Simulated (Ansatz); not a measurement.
Molecule: C2H2N (charge 0, doublet). It need not be the lowest isomer of its formula. 
Coordinates optimised at B3LYP-D3(BJ)/def2-TZVP (Ansatz, a program for electronic structure):
```xyz
5

C     -0.0090    -0.1659    -1.1772
C      0.0014     0.0261     0.1854
N      0.0103     0.1888     1.3399
H      0.9204    -0.2159    -1.7250
H     -0.9467    -0.2673    -1.7035
```
Charge 0, spin multiplicity 2.

Basis-set convergence of Hartree-Fock and CCSD correlation energies (hartree) with Ansatz. Correlated levels leave the core frozen unless marked. UHF or UKS for open shells. Spin-orbit coupling is left out. No relativistic terms.

The UHF reference is spin-contaminated (<S^2> 0.18 over the pure value in the largest basis). 

```json
[
 {"basis": "cc-pVDZ", "functions": "-", "E(HF)": "-131.31797", "E(corr, CCSD)": "-0.40634"},
 {"basis": "cc-pVTZ", "functions": "118", "E(HF)": "[?]", "E(corr, CCSD)": "[?]"}
]
```

### Question
What belongs in the gaps?

### Answer

- cc-pVTZ, E(HF): -131.35222
- cc-pVTZ, E(corr, CCSD): -0.48763
